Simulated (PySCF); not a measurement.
PO⁺: a base run and its variants

Base input, run as `OMP_NUM_THREADS=1 python input.py` with PySCF 2.14:

```python
from pyscf import gto, scf
from pyscf.hessian import thermo

mol = gto.M(
    atom='P 0 0 0; O 0 0 1.589',
    basis='cc-pvdz',
    charge=1,
    spin=0,
    symmetry=True,
    verbose=4,
)
mf = scf.RHF(mol)
mf = mf.density_fit(auxbasis='def2-universal-jkfit')
mf.kernel()
hess = mf.Hessian().kernel()
print('wavenumber (cm^-1) =', thermo.harmonic_analysis(mol, hess)['freq_wavenumber'].round(1))
mf.dip_moment()
print('orbital energies (hartree):', mf.mo_energy[..., max(0, mol.nelec[1]-3):mol.nelec[0]+3].round(4))
```

Base result: E(SCF) = -415.225105 Eh, 10 cycles, wavenumbers 914 cm⁻¹. Stability towards an unrestricted solution was not tested. The bond length is a typed value, not an optimised one, so the wavenumber is not that of the minimum. The dipole of an ion depends on the origin.

It ran on Arm Neoverse V1 (1 thread, shared host) in 2.3 s, peak memory 0.16 GiB.

Each row names what differs from the base; energies in brackets are changes from the base.

| change | result | wall time (s) |
| --- | --- | --- |
| DIIS space: default → off [unsound on purpose] [may be another electronic state] | not converged: SCF after 50 cycles | 2.1 |
| second-order solver: off → on [not at a minimum] | E(SCF) = -415.225105 Eh (+0.0000 eV), 5 cycles, wavenumbers 914 cm⁻¹ | 2 |
| spin-free X2C: off → on [basis contracted without relativity] [not at a minimum] | E(SCF) = -416.003528 Eh, 10 cycles, wavenumbers 911 cm⁻¹ | 2.3 |
| functional: none (Hartree–Fock) → tpss; SCF type: RHF → RKS; step after the SCF: frequency → analyze | E(SCF) = -416.241702 Eh, 10 cycles | 2.7 |
| spin (2S): 0 → 2; SCF type: RHF → UHF | not converged: SCF after 50 cycles | 2.4 |
| geometry: bond 1.589 → bond 10 [unsound on purpose] [stretched restricted solution, likely unstable] | not converged: SCF after 50 cycles | 1.9 |
| basis set: cc-pvdz → aug-cc-pvdz [not at a minimum] | E(SCF) = -415.235769 Eh (-0.2902 eV), 8 cycles, wavenumbers 921 cm⁻¹ | 3.1 |
| geometry: bond 1.589 → bond 1.398 [not at a minimum] | E(SCF) = -415.268701 Eh (-1.1863 eV), 9 cycles, wavenumbers 1652 cm⁻¹ | 1.8 |
| basis set: cc-pvdz → 6-31+g* [not at a minimum] | E(SCF) = -415.204218 Eh (+0.5684 eV), 8 cycles, wavenumbers 877 cm⁻¹ | 2.4 |
| functional: none (Hartree–Fock) → b3lyp; SCF type: RHF → RKS; step after the SCF: frequency → analyze | E(SCF) = -416.219367 Eh, 11 cycles | 1.7 |
| basis set: cc-pvdz → 3-21g [not at a minimum] | E(SCF) = -413.065563 Eh (+58.7641 eV), 9 cycles, wavenumbers 1050 cm⁻¹ | 1.4 |
| step after the SCF: frequency → optimize | E(SCF) = -415.225105 Eh (+0.0000 eV), 10 cycles, all at the start geometry; optimised bond 1.408 Å with E = -415.268885 Eh after 6 steps | 2 |
| basis set: cc-pvdz → minao [not at a minimum] | E(SCF) = -415.088317 Eh (+3.7222 eV), 9 cycles, wavenumbers 1092 cm⁻¹ | 1.4 |
| basis set: cc-pvdz → crenbl; core potential: off → on [not at a minimum] | E(SCF) = -21.637521 Eh, 10 cycles, wavenumbers 962 cm⁻¹ | 2.1 |
| functional: none (Hartree–Fock) → wb97; SCF type: RHF → RKS; step after the SCF: frequency → analyze | E(SCF) = -416.167805 Eh, 9 cycles | 1.7 |
| basis set: cc-pvdz → ano-rcc-vdzp; spin-free X2C: off → on [not at a minimum] | E(SCF) = -416.128690 Eh, 10 cycles, wavenumbers 898 cm⁻¹ | 6.1 |
| geometry: bond 1.589 → bond 1.541 [not at a minimum] | E(SCF) = -415.243207 Eh (-0.4926 eV), 8 cycles, wavenumbers 1079 cm⁻¹ | 1.9 |
| functional: none (Hartree–Fock) → r2scan; SCF type: RHF → RKS; step after the SCF: frequency → analyze | E(SCF) = -416.138390 Eh, 10 cycles | 2.4 |
| PCM solvent, dielectric constant: none → 32.6; step after the SCF: frequency → analyze | E(SCF) = -415.356860 Eh (-3.5852 eV), 9 cycles | 1.7 |

Q: Order these changes by how far they move the SCF energy from the base, largest first: (1) PCM solvent, dielectric constant: none → 32.6; step after the SCF: frequency → analyze; (2) geometry: bond 1.589 → bond 1.398; (3) geometry: bond 1.589 → bond 1.541.

A: (1) -3.5852 eV, (2) -1.1863 eV, (3) -0.4926 eV.
